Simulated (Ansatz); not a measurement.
Isomers and spin states of GeHF

Ansatz 0.2.0, basis cc-pVDZ; geometries are PBE0/def2-TZVP minima. Wave-function levels freeze the cores with the filled d shells of p-block atoms; HF, MP2 and coupled cluster are restricted for singlets and unrestricted otherwise, restricted open-shell where a d shell is frozen, Kohn–Sham unrestricted where that lies lower. The reference is CCSDTQ (coupled cluster only where its series has nearly closed). Semilocal and hybrid functionals correlate all electrons outside any core potential and usually lie nearer their basis limit than the reference, so part of their error here is the reference's basis and frozen-core error; RPA and the MP2 part of double hybrids freeze the same cores as the reference. None of these values is a measured one. Energies are electronic, without zero-point terms. No spin–orbit coupling and no scalar relativity. The set is small: such energies can lie up to about 0.3 eV from the limit, spin gaps mostly less, so near ties and functionals' places can change in larger sets. The species are chosen: bound, without strong static correlation by their natural occupations or amplitudes, and with a ladder that closes on the reference, so errors are smaller than for species at large; levels whose determinant breaks symmetry or spin markedly are left out.

A. singlet; F–Ge 1.757, Ge–H 1.609, angle at Ge 94°. Coordinates (Å): Ge 0.000 -0.032 0.358; F 0.000 0.039 -1.397; H 0.000 1.567 0.541
B. triplet; F–Ge 1.745, Ge–H 1.562, angle at Ge 113°. Coordinates (Å): Ge 0.000 -0.039 0.349; F 0.000 0.079 -1.392; H 0.000 1.354 1.055

Question: From bonding and spin, estimate the order of these in energy at CCSDTQ, each at its own geometry.

Answer: At CCSDTQ, above the lowest of those listed: A (0.000 eV), B (1.849 eV).

```json
{"level": "CCSDTQ", "B less A (eV)": "1.849"}
{"level": "HF", "B less A (eV)": "1.338"}
{"level": "MP2", "B less A (eV)": "1.729"}
{"level": "CCSD(T)", "B less A (eV)": "1.850"}
{"level": "PBE", "B less A (eV)": "1.876"}
{"level": "r2SCAN", "B less A (eV)": "1.678"}
{"level": "PBE0", "B less A (eV)": "1.796"}
{"level": "wB97M-V", "B less A (eV)": "1.983"}
{"level": "B2PLYP", "B less A (eV)": "1.925"}
```

Every level shown puts the same form lowest.

The geometries are PBE0's, not this basis's own minima.
